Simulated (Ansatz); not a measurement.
```yaml
crystal:
  periodic: [false, false, false]
  atoms:
    - {symbol: Ti, position_ang: [0.000000, 0.000000, 0.000000]}
    - {symbol: N, position_ang: [0.000000, 0.000000, 2.160000]}
basis:
  gaussian: {orbitals: def2-TZVP}
total_charge: 1
hamiltonian: {xc: pbe0}
relax: {f_tol: 0.004, max_steps: 80}
```

```sh
$ ansatz run in.yaml --threads 1 --pin off --events-out ev --progress --plain --max-ram 2176MiB
```

Steps of the relaxation (energy above the last step; positions in Å, forces in eV/Å):

```
2
step 1, 4953.3 meV
Ti    0.000    0.000    0.000    0.000    0.000    8.463
N     0.000    0.000    2.160    0.000    0.000   -8.463
```

```
2
step 2, 1414.0 meV
Ti    0.000    0.000    0.195    0.000    0.000    8.569
N     0.000    0.000    1.965    0.000    0.000   -8.569
```

```
2
step 3, 588.4 meV
Ti    0.000    0.000    0.390    0.000    0.000  -10.299
N     0.000    0.000    1.770    0.000    0.000   10.299
```

```
2
step 4, 1.8 meV
Ti    0.000    0.000    0.323    0.000    0.000    0.462
N     0.000    0.000    1.837    0.000    0.000   -0.462
```

```
2
step 7, 0.0 meV
Ti    0.000    0.000    0.327    0.000    0.000    0.000
N     0.000    0.000    1.833    0.000    0.000    0.000
```

Close pairs at the end: Ti1–N2 1.506 Å.

A stationary point of restricted PBE0 after 7 steps (its stability towards spin polarisation wasn't tested). 17 s on 1 thread of Arm Neoverse V2, shared host.
